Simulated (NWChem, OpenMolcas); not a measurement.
Predicting a hybrid from its neighbours: C3H3N

The species is C3H3N (7 atoms), meant as a singlet with charge 0. As SMILES, `C=CC#N`. Geometry: relaxed at PBE0-D4/def2-TZVP.

The dipole moment y, in D, basis 6-311+G(d,p); a is the functional's share of exact exchange. Programs: NWChem 7.3.0, OpenMolcas 26.06.

```
functional     program     a  y (D)
      TPSS  OpenMolcas     0   3.96
    r2SCAN      NWChem     0   4.04
     B3LYP  OpenMolcas   0.2      ?
      PBE0      NWChem  0.25   4.05
     BHLYP  OpenMolcas   0.5   4.18
```

Q: Fit y = c + s·a to the known rows and predict B3LYP.

A: 
1. Means of the 4 rows: a = 0.1875, y = 4.058.
2. Σ(Δa)² = 0.17188, Σ(Δa·Δy) = 0.059375, so the slope is 0.059375/0.17188 = 0.34544.
3. Intercept: 4.058 − (0.34544) × 0.1875 = 3.993. The largest residual of the fit is 0.047.
4. B3LYP: 3.993 + (0.34544) × 0.2 = 4.06 D.

The run gave 4.04 D, so the prediction is off by +0.02 D, within the largest residual. More exact exchange makes the molecule more polar here. The rows mix families of semi-local functionals, which the line can't see. The measured value is 3.87 D (NIST CCCBDB).
